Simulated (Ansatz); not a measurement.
# Two structures, one formula

Two isomers of CH3BCl, doublet, relaxed at PBE0-D4/def2-TZVP (vibrations not checked).

A:

| atom | x (Å) | y (Å) | z (Å) |
| --- | --- | --- | --- |
| B1 | 0.4696 | -0.1019 | -1.5632 |
| C2 | -0.4256 | 0.3350 | -0.6000 |
| Cl3 | -0.1304 | -0.0148 | 1.0736 |
| H4 | -1.3318 | 0.8969 | -0.7908 |
| H5 | 1.2269 | -0.4704 | -2.3805 |
| H6 | 0.3809 | -0.8246 | 4.3708 |

B:

```tsv
atom	x (Å)	y (Å)	z (Å)
C1	-0.4748	0.0803	-0.6673
B2	0.5236	-0.0950	0.4611
Cl3	-0.0165	0.0525	2.1247
H4	-1.5249	0.2975	-0.4944
H5	-0.1859	-0.0032	-1.7108
H6	1.6785	-0.3321	0.2868
```

Computed with Ansatz 0.2.0 (basis: def2-TZVPP); correlated methods freeze the cores; orbitals are unrestricted. B3LYP uses VWN-RPA correlation.

Task: Which structure is lower at CCSD(T), and by how much? (An estimate is asked for; the value comes from the calculation.)

Result: By the calculation: B, by 4.569 eV (electronic energy, against the other). By their contacts, A is a complex of CH₂BCl ([BH][CH][Cl]) + H and B is CH₃BCl ([CH2][BH][Cl]).

All methods give the same order:

| method | E(B) − E(A) (eV) |
| --- | --- |
| PBE-D4 | -4.428 |
| r2SCAN-D4 | -4.720 |
| PBE0-D4 | -4.602 |
| B3LYP-D4 | -4.592 |
| wB97M-V | -4.561 |
| HF | -4.680 |
| MP2 | -4.449 |
| CCSD | -4.653 |
| CCSD(T) | -4.569 |

No T1 diagnostic of these runs exceeds 0.014. ⟨S²⟩ of the unrestricted Hartree–Fock references: 0.75 to 0.76 (a pure state has 0.75).

Labels in which every atom is bracketed show which atoms are joined, not bond orders.
